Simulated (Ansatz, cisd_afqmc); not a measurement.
System: PH$_{3}$, charge 0, singlet. PH3 (phosphane, SMILES P).
HTBH set geometry:
```xyz
4

P      0.0000     0.0000     0.1264
H      1.1913     0.0000    -0.6321
H     -0.5957    -1.0317    -0.6321
H     -0.5957     1.0317    -0.6321
```

Total energies in aug-cc-pV(T+d)Z, 8 correlated electrons, 5 frozen orbitals. Open shells are spin-unrestricted; no spin-orbit coupling. Correlated methods leave the cores frozen. No relativity. The Monte Carlo rows (phaseless AFQMC, CISD trial, step 0.005/hartree) carry one-sigma bars that omit the constraint's bias. Outlying blocks are dropped, and bars are widened where a walk drifts. Over all cases where full CI ran beside it in this data, AFQMC minus full CI had a median of +0.1 mEh and passed +0.4 mEh in a tenth of the cases.

| method | program | energy (Eh) | minus CCSDT(Q) (mEh) |
|---|---|---|---|
| HF | Ansatz | -342.49063 | 209.53 |
| MP2 | Ansatz | -342.66379 | 36.36 |
| CCSD | Ansatz | -342.69186 | 8.29 |
| CCSD(T) | Ansatz | -342.69899 | 1.17 |
| CCSDT(Q) | Ansatz | -342.70015 | 0.00 |
| AFQMC/CISD | cisd_afqmc | -342.6999 ± 0.0002 | 0.2 ± 0.2 |

Rough core times of Ansatz's runs on a shared machine: CCSD(T) under 20 s, CCSDT(Q) 3 min.

Ansatz is a first-principles code.
